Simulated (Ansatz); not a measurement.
Predict the output of the script below (the Ansatz DFT code, driven from Python).

The script, `relaxed_scan_clhmg.py`:
```python
"""Relaxed scan of one distance in ClHMg."""

import warnings

import ansatz
import numpy as np

BASIS_SET = "def2-SVP"
FUNCTIONAL = "HF"

GEOMETRY = """
Mg   -0.13490   -0.02670   -0.08510
Cl    1.89410   -0.27390    1.00970
H    -1.77020    0.23580   -0.93780
"""

warnings.simplefilter("ignore", ansatz.DeckWarning)

molecule = ansatz.Crystal.molecule()
for line in GEOMETRY.strip().splitlines():
    symbol, *xyz = line.split()
    molecule = molecule.atom(symbol, [float(v) for v in xyz])

job = (
    molecule.calculation()
    .basis(gaussian=BASIS_SET)
    .functional(FUNCTIONAL)
)
symbols = [site.symbol for site in molecule.cartesian_sites]
pairs = [(0, 1), (0, 2)]
print("held (A)   E (eV)        ", "  ".join(f"{symbols[i]}{i}-{symbols[j]}{j}" for i, j in pairs))
for length in [2.13, 2.32, 2.5, 2.78, 3.13]:
    data = job.relax(constraints=[ansatz.DistanceConstraint((0, 1), at=length)], force_tolerance=0.02, max_steps=60).run().report
    xyz = np.array(data["positions_ang"])
    print(f"{length:6.2f} {data['free_energy_ev']:14.5f}  ", "  ".join(f"{np.linalg.norm(xyz[i] - xyz[j]):.3f}" for i, j in pairs))
```

```console
$ python relaxed_scan_clhmg.py
held (A)   E (eV)         Mg0-Cl1  Mg0-H2
  2.13   -17946.94177   2.130  1.689
  2.32   -17946.93065   2.320  1.686
  2.50   -17946.61862   2.500  1.681
  2.78   -17945.89840   2.780  1.677
  3.13   -17944.92962   3.130  1.672
```

Notes:
- Total energies depend on the basis set; only differences at equal settings carry meaning.
- The energies are electronic: no zero-point or thermal terms, and the basis set is short of its limit.
- The script silences the warnings on its input, which a real study should read.
- Hardware and time: 6.8 s on 1 thread of Arm Neoverse V2, on a shared host, peak memory 0.16 GiB.
